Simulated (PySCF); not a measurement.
Molecule: `[BH3-]C#N`, [CH3BN]-.

Bonds (- single, = double, # triple, : aromatic): B1-C2, C2#N3. B1 carries H4, H5, H6. Formal charges: B1 -1.

Total charge -1.

Frames of a GFN2-xTB Langevin trajectory at 300 K; GIAO PBE0/pcSseg-1 shieldings in PySCF 2.14, gas phase, non-relativistic; equivalent atoms averaged within each frame.

Shifts are taken against calculated references (same method and geometry level): $^{11}$B (σref 100.07) vs BF3·OEt2; $^{13}$C (σref 186.93) and $^{1}$H (σref 31.72) against TMS; $^{15}$N (σref 267.73) against NH3. The references are static minima.

Q: How do the shifts (ppm) fluctuate along the trajectory?

A: 
```csv
time (fs),B1,C2,N3,H4/H5/H6
optimised geometry,-54.4,149.2,302.8,0.58
250,-50.8,146.9,303.7,1.33
425,-53.0,151.9,312.3,0.69
625,-57.6,145.7,291.3,-0.30
800,-53.5,157.2,313.0,0.40
1000,-55.5,158.9,320.7,-0.40
mean of frames,-54.1,152.1,308.2,0.34
standard deviation,2.6,5.9,11.2,0.72
```

5 frames give an uncertainty of the mean of about the standard deviation over 2.2 at best, since frames this close in time may not be independent; classical motion lacks zero-point vibration, and the reference would need the same averaging.
